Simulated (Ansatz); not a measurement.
Cartesian coordinates in Å:
```
C -1.628 1.229 -0.479
N -0.723 0.547 -0.212
C 0.372 -0.281 0.109
H 1.019 0.223 0.829
H 0.945 -0.503 -0.792
H 0.015 -1.215 0.544
```

The species carries charge 0 and has multiplicity 1.

**Question.** List the ωB97M-V/def2-TZVPP orbital energies in eV (Ansatz 0.2.0). (Best estimate.)

**Answer.** Ansatz gave: Occupied: -395.64, -283.42, -282.34, -29.56, -24.41, -18.16, -16.01, -16.01, -12.04, -12.04, -11.22. Lowest empty: 2.50, 2.86, 2.86, 4.31, 4.89, 4.90, 6.35, 6.51.
